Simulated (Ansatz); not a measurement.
System: solid chlorine. Method: LC-ωPBE (plane waves, PAW; Ansatz, a first-principles code).

Settings: plane-wave cutoff 460 eV, 8×8×4 k mesh (along the axes of the cell as run), Fermi–Dirac smearing 0.01 eV, scalar-relativistic PAW data made under PBE.

Cell (relaxed at this level):

Space group Cmce (No. 64); a = 6.873 Å, b = 5.020 Å, c = 8.962 Å, α = β = γ = 90.00°

```
atom  site  symmetry       x       y       z
----  ----  --------  ------  ------  ------
Cl      8f       m..  0.0000  0.1008  0.0938
```
(The calculation used a cell of 4 atoms; values per cell refer to that cell.)

Task: What does this level give for the band gap?

Result: 
- band gap = 10.45 eV (on the SCF k mesh) (direct)

Note: the cell comes from a level without a dispersion term, which matters for the spacing of layers, chains or molecules.
